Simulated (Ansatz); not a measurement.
**N₂H₇+: geometry and frequencies at several levels**

The task, for N₂H₇+: geometry and frequencies at several levels. Charge +1.

Program: Ansatz 0.2.0. Level of theory: the levels named in each step. These are calculated values, not measurements.

## 1. The starting structure

Bond lengths: N1–H3 1.018 Å, N1–H4 1.018 Å, N1–H5 1.018 Å, N2–H6 1.018 Å, N2–H7 1.018 Å, N2–H9 1.018 Å. Angles: H3–N1–H4 108.4°, H3–N1–H5 108.4°, H4–N1–H5 108.4°, H6–N2–H7 108.4°, H6–N2–H9 108.4°, H7–N2–H9 108.4°.

Structure file:

```xyz
9

N     0.0581   -0.3499    1.2384
N    -0.0581    0.3498   -1.2384
H    -0.2190    0.4222    1.8409
H    -0.5637   -1.1355    1.4170
H     1.0053   -0.6271    1.4870
H     0.6283    1.0746   -1.4373
H     0.1312   -0.4463   -1.8436
H    -0.0011    0.0003   -0.0008
H    -0.9820    0.7121   -1.4641
```

## 2. A rough first relaxation, PBE-D4/def2-SVP

The input, input.yaml:

```yaml
crystal:
  periodic: [false, false, false]
  atoms:
    - { symbol: "N", position_ang: [0.05807, -0.3499, 1.23838] }
    - { symbol: "N", position_ang: [-0.05811, 0.34977, -1.23842] }
    - { symbol: H, position_ang: [-0.21895, 0.42224, 1.84091] }
    - { symbol: H, position_ang: [-0.56374, -1.13552, 1.41703] }
    - { symbol: H, position_ang: [1.00529, -0.62715, 1.48703] }
    - { symbol: H, position_ang: [0.62826, 1.07458, -1.43727] }
    - { symbol: H, position_ang: [0.13119, -0.44628, -1.84358] }
    - { symbol: H, position_ang: [-0.00112, 0.00029, -0.00084] }
    - { symbol: H, position_ang: [-0.98205, 0.71213, -1.46412] }
total_charge: 1
basis:
  gaussian: { orbitals: def2-SVP }
hamiltonian:
  xc: pbe
  dispersion: d4
relax:
  f_tol: 0.03
  max_steps: 200
```

Started as:

```
ansatz run input.yaml --threads 2 --pin off --max-ram 5120MiB --backend cpu --events-out ev --progress --plain --runs-dir out
```

Further steps of the session: Relaxation, HF/STO-3G; Frequencies, HF/STO-3G; Relaxation, HF/6-31G*; Frequencies, HF/6-31G*; Relaxation, LDA/def2-SVP; Frequencies, LDA/def2-SVP; Relaxation, PBE-D4/def2-SVP; Frequencies, PBE-D4/def2-SVP.

Q: Predict the outcome of this session. Wanted: N1–H3 at PBE-D4/def2-SVP; N1–H4 at PBE-D4/def2-SVP; frequencies at PBE-D4/def2-SVP.

As calculated:

| quantity | value |
| --- | --- |
| N1–H3 at PBE-D4/def2-SVP | 1.033 Å |
| N1–H4 at PBE-D4/def2-SVP | 1.033 Å |
| frequencies at PBE-D4/def2-SVP | 32 to 3474 cm⁻¹ |

The N–H distance spreads over 0.029 Å, from HF/6-31G* (shortest) to LDA/def2-SVP. No mode is imaginary, so the geometry is a minimum.
